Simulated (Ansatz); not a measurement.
A calculation with Ansatz (development build ahead of 0.2.0).

```yaml
crystal:
  periodic: [false, false, false]
  atoms:
    - { symbol: F, position_ang: [0.0, 0.0, 0.0] }
    - { symbol: H, position_ang: [0.0, 0.917, 0.0] }
    - { symbol: "N", position_ang: [0.0, 0.0, 5.0] }
    - { symbol: H, position_ang: [0.938, 0.381, 5.0] }
    - { symbol: H, position_ang: [-0.469, 0.381, 5.812] }
    - { symbol: H, position_ang: [-0.469, 0.381, 4.188] }
basis:
  gaussian: { orbitals: cc-pVDZ }
total_charge: 1
magnetization:
  spin_polarized: true
  initial_magnetization: 1
hamiltonian:
  xc: hf
correlation:
  method: ccsd_t
  frozen_orbitals: { F: 1, H: 0, "N": 1 }
```

The input is written out in the form of the current development build from the run's settings.

Results

```json
{
 "Converged": "yes",
 "Reference energy": "-155.87761 hartree",
 "CCSD correlation energy": "-0.36950 hartree",
 "Triples correction": "-0.00445 hartree",
 "Total energy": "-156.25157 hartree",
 "Spin squared of the determinant": "0.757"
}
```
